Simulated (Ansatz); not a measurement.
CH8Si2⁺, that is (H3Si)2CH2 with one electron fewer. The state is a doublet with charge 1. Geometry PBE-D4/def2-SVP, that of the neutral singlet; atoms count from 1.

```
atom    x (Å)    y (Å)    z (Å)
 Si1  -0.8889   0.0480   1.3429
  H2  -1.6028   1.1244   2.1167
  H3   0.1305  -0.5926   2.2472
  H4  -1.8940  -0.9996   0.9442
  C5  -0.0432   0.7564  -0.1958
 Si6   0.9155  -0.5131  -1.2224
  H7   2.0190  -1.1190  -0.3966
  H8  -0.0033  -1.6187  -1.6704
  H9   1.5267   0.1225  -2.4429
 H10   0.6555   1.5621   0.1178
 H11  -0.8150   1.2296  -0.8408
```

(1) Estimate the Mulliken populations from the PBE0/def2-TZVP orbitals of Ansatz.

(2) Where does the spin sit?

(3) And the Mayer bond orders between bonded heavy atoms (over 0.3)?

Results:

(1) 
```
atom  charge (e)  spin (α − β)
 Si1        0.16          0.13
  H2        0.15          0.19
  H3        0.07         -0.01
  H4        0.08         -0.01
  C5       -0.36          0.42
 Si6        0.16          0.13
  H7        0.08         -0.01
  H8        0.07         -0.01
  H9        0.15          0.19
 H10        0.22         -0.01
 H11        0.22         -0.01
```
Mulliken values and Mayer orders depend strongly on the basis.

(2) Summed by element: Si 0.25, H 0.33, C 0.42, of 1 unpaired in all. Largest on single atoms: C5 0.42, H2 0.19, H9 0.19.

(3) Si1–C5 0.84 (1.89 Å); C5–Si6 0.84 (1.89 Å).
